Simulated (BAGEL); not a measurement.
# C3H6F2 (1,3-difluoropropane): HF/def2-SVP (density fitting with svp-jkfit)

What is the energy change on altering one bond length of C3H6F2 (1,3-difluoropropane) at HF/def2-SVP (density fitting with svp-jkfit)? 

The results are computed with BAGEL 1.2.2.

5 further runs of the same task are left out: 5 set aside as unsound or not needed.

### 1 Starting point

C3H6F2: 11 atoms, total charge 0, spin state singlet. SMILES: `FCCCF`. The coordinates come from a PBE0-D4/def2-TZVP relaxation. This is one conformer, not always the lowest.

Bond lengths: F1–C2 1.383 Å, C2–C3 1.509 Å, C3–C4 1.507 Å, C4–F5 1.386 Å, C2–H6 1.096 Å, C2–H7 1.093 Å, C3–H8 1.093 Å, C3–H9 1.095 Å, C4–H10 1.095 Å, C4–H11 1.093 Å. Some angles: F1–C2–C3 109.8°, C2–C3–C4 112.4°, C3–C4–F5 110.3°, F1–C2–H6 107.7°, F1–C2–H7 107.9°, C3–C2–H6 111.1°, C3–C2–H7 111.3°, C2–C3–H8 109.6°, C2–C3–H9 109.3°, C4–C3–H8 109.6°.

### 2 A single-point energy at HF/def2-SVP (density fitting with svp-jkfit)

Input file hf.json:

```json
{ "bagel" : [

{
  "title" : "molecule",
  "basis" : "svp",
  "df_basis" : "svp-jkfit",
  "finite_nucleus" : true,
  "geometry" : [
    { "atom" : "F", "xyz" : [ -3.71217800,  2.70741062, -0.20238967 ] },
    { "atom" : "C", "xyz" : [ -1.35172110,  1.89104893,  0.56805167 ] },
    { "atom" : "C", "xyz" : [ -0.70864730, -0.56465017, -0.73283579 ] },
    { "atom" : "C", "xyz" : [  1.82831003, -1.58396844,  0.06557350 ] },
    { "atom" : "F", "xyz" : [  3.73334293,  0.07596699, -0.62587729 ] },
    { "atom" : "H", "xyz" : [ -1.40690110,  1.65407728,  2.62407370 ] },
    { "atom" : "H", "xyz" : [  0.01511781,  3.36711401,  0.10223418 ] },
    { "atom" : "H", "xyz" : [ -0.73359168, -0.29158474, -2.78092096 ] },
    { "atom" : "H", "xyz" : [ -2.15069730, -1.97703147, -0.27797871 ] },
    { "atom" : "H", "xyz" : [  1.93923695, -1.82944386,  2.11800504 ] },
    { "atom" : "H", "xyz" : [  2.21740463, -3.39772757, -0.84262888 ] }
  ]
},
{ "title" : "hf" },
{ "title" : "print", "file" : "orbitals.molden", "orbitals" : true }

]}
```

The run is started by

```console
$ BAGEL_NUM_THREADS=1 BAGEL hf.json > hf.out
```

Output:

```text
* using 1 threads per process

  ===============================================================
  ===============================================================

  *** Geometry ***

  { "atom" : "F", "xyz" : [     -3.712178,      2.707411,     -0.202390 ] },
  { "atom" : "C", "xyz" : [     -1.351721,      1.891049,      0.568052 ] },
  { "atom" : "C", "xyz" : [     -0.708647,     -0.564650,     -0.732836 ] },
  { "atom" : "C", "xyz" : [      1.828310,     -1.583968,      0.065574 ] },
  { "atom" : "F", "xyz" : [      3.733343,      0.075967,     -0.625877 ] },
  { "atom" : "H", "xyz" : [     -1.406901,      1.654077,      2.624074 ] },
  { "atom" : "H", "xyz" : [      0.015118,      3.367114,      0.102234 ] },
  { "atom" : "H", "xyz" : [     -0.733592,     -0.291585,     -2.780921 ] },
  { "atom" : "H", "xyz" : [     -2.150697,     -1.977031,     -0.277979 ] },
  { "atom" : "H", "xyz" : [      1.939237,     -1.829444,      2.118005 ] },
  { "atom" : "H", "xyz" : [      2.217405,     -3.397728,     -0.842629 ] },

  Number of auxiliary basis functions:      487

  Since a DF basis is specified, we compute 2- and 3-index integrals:
    o Being stored without compression. Storage requirement is 0.039 GB

  Number of basis functions:      100
  Number of electrons      :       42

    * METHOD: MOLECULE                             0.23

  *** RHF ***

  === Nuclear Repulsion ===
   184.5035289974

      * DIIS with orbital gradients will be used.

  === RHF iteration (svp) ===
      0       -315.52593510          0.01462765           0.07
      1       -315.67313910          0.00796154           0.07
      2       -315.71670039          0.00153332           0.06
      3       -315.71870891          0.00042470           0.06
      4       -315.71882392          0.00007104           0.07
      5       -315.71883012          0.00001651           0.07
      6       -315.71883059          0.00000505           0.07
      7       -315.71883062          0.00000142           0.07
      8       -315.71883062          0.00000046           0.08
      9       -315.71883062          0.00000019           0.06
     10       -315.71883062          0.00000005           0.06
     11       -315.71883062          0.00000002           0.07
     12       -315.71883062          0.00000001           0.07
    * SCF iteration converged.

    * Permanent dipole moment:
           (   -0.117994,     0.797641,    -0.382321) a.u.

    * METHOD: HF                                   1.03

    * METHOD: PRINT                                0.02

  ===============================================================
```

Run time: 1.5 s. Hardware: 1 thread of Arm Neoverse V2, shared host; peak memory 0.29 GiB.

### 3 The distorted shape, same level

Input file input.json:

```json
{ "bagel" : [

{
  "title" : "molecule",
  "basis" : "svp",
  "df_basis" : "svp-jkfit",
  "finite_nucleus" : true,
  "geometry" : [
    { "atom" : "F", "xyz" : [    -4.89237244,     3.11558012,    -0.58759900 ] },
    { "atom" : "C", "xyz" : [    -1.35172110,     1.89104893,     0.56805167 ] },
    { "atom" : "C", "xyz" : [    -0.70864730,    -0.56465017,    -0.73283579 ] },
    { "atom" : "C", "xyz" : [     1.82831003,    -1.58396844,     0.06557350 ] },
    { "atom" : "F", "xyz" : [     3.73334293,     0.07596699,    -0.62587729 ] },
    { "atom" : "H", "xyz" : [    -1.40690110,     1.65407728,     2.62407370 ] },
    { "atom" : "H", "xyz" : [     0.01511781,     3.36711401,     0.10223418 ] },
    { "atom" : "H", "xyz" : [    -0.73359168,    -0.29158474,    -2.78092096 ] },
    { "atom" : "H", "xyz" : [    -2.15069730,    -1.97703147,    -0.27797871 ] },
    { "atom" : "H", "xyz" : [     1.93923695,    -1.82944386,     2.11800504 ] },
    { "atom" : "H", "xyz" : [     2.21740463,    -3.39772757,    -0.84262888 ] }
  ]
},

{ "title" : "hf" },

{ "title" : "print", "file" : "orbitals.molden", "orbitals" : true }

]}
```

The run is started by

```console
$ BAGEL_NUM_THREADS=1 BAGEL input.json > input.out
```

Output:

```text
* using 1 threads per process

  ===============================================================
  ===============================================================

  *** Geometry ***

  { "atom" : "F", "xyz" : [     -4.892372,      3.115580,     -0.587599 ] },
  { "atom" : "C", "xyz" : [     -1.351721,      1.891049,      0.568052 ] },
  { "atom" : "C", "xyz" : [     -0.708647,     -0.564650,     -0.732836 ] },
  { "atom" : "C", "xyz" : [      1.828310,     -1.583968,      0.065574 ] },
  { "atom" : "F", "xyz" : [      3.733343,      0.075967,     -0.625877 ] },
  { "atom" : "H", "xyz" : [     -1.406901,      1.654077,      2.624074 ] },
  { "atom" : "H", "xyz" : [      0.015118,      3.367114,      0.102234 ] },
  { "atom" : "H", "xyz" : [     -0.733592,     -0.291585,     -2.780921 ] },
  { "atom" : "H", "xyz" : [     -2.150697,     -1.977031,     -0.277979 ] },
  { "atom" : "H", "xyz" : [      1.939237,     -1.829444,      2.118005 ] },
  { "atom" : "H", "xyz" : [      2.217405,     -3.397728,     -0.842629 ] },

  Number of auxiliary basis functions:      487

  Since a DF basis is specified, we compute 2- and 3-index integrals:
    o Being stored without compression. Storage requirement is 0.039 GB

  Number of basis functions:      100
  Number of electrons      :       42

    * METHOD: MOLECULE                             0.23

  *** RHF ***

  === Nuclear Repulsion ===
   170.7745434619

      * DIIS with orbital gradients will be used.

  === RHF iteration (svp) ===
      0       -315.28748810          0.01726237           0.07
      1       -315.42855327          0.01425185           0.07
      2       -315.58628067          0.00241384           0.07
      3       -315.59120067          0.00095694           0.07
      4       -315.59200034          0.00020366           0.07
      5       -315.59205510          0.00008580           0.07
      6       -315.59206512          0.00003311           0.07
      7       -315.59206745          0.00000932           0.07
      8       -315.59206761          0.00000490           0.08
      9       -315.59206764          0.00000206           0.07
     10       -315.59206765          0.00000064           0.07
     11       -315.59206765          0.00000025           0.07
     12       -315.59206765          0.00000013           0.07
     13       -315.59206765          0.00000007           0.07
     14       -315.59206765          0.00000003           0.07
     15       -315.59206765          0.00000002           0.07
     16       -315.59206765          0.00000001           0.07
    * SCF iteration converged.

    * Permanent dipole moment:
           (   -1.398627,     1.389077,    -0.709071) a.u.

    * METHOD: HF                                   1.31

    * METHOD: PRINT                                0.02

  ===============================================================
```

Run time: 1.8 s. Hardware: 1 thread of Arm Neoverse V2, shared host; peak memory 0.29 GiB.

### 4 Outcome

Level: HF/def2-SVP (density fitting with svp-jkfit).

| quantity | value |
| --- | --- |
| first shape: total energy | -315.71883 Eh |
| first shape: dipole moment | 2.27 D |
| first shape: HOMO energy | -13.48 eV |
| first shape: LUMO energy | 4.66 eV |
| first shape: HOMO–LUMO gap | 18.14 eV |
| distorted shape: total energy | -315.59207 Eh |
| distorted shape: dipole moment | 5.32 D |
| distorted shape: HOMO energy | -12.71 eV |
| distorted shape: LUMO energy | 1.60 eV |
| distorted shape: HOMO–LUMO gap | 14.31 eV |
| energy change with the F1–C2 bond stretched from 1.383 to 2.075 Å | 3.449 eV |

In words: With the F1–C2 bond stretched from 1.383 to 2.075 Å the energy rises by 3.45 eV (80 kcal/mol). The first shape isn't relaxed at this level, so the change isn't measured from a minimum.
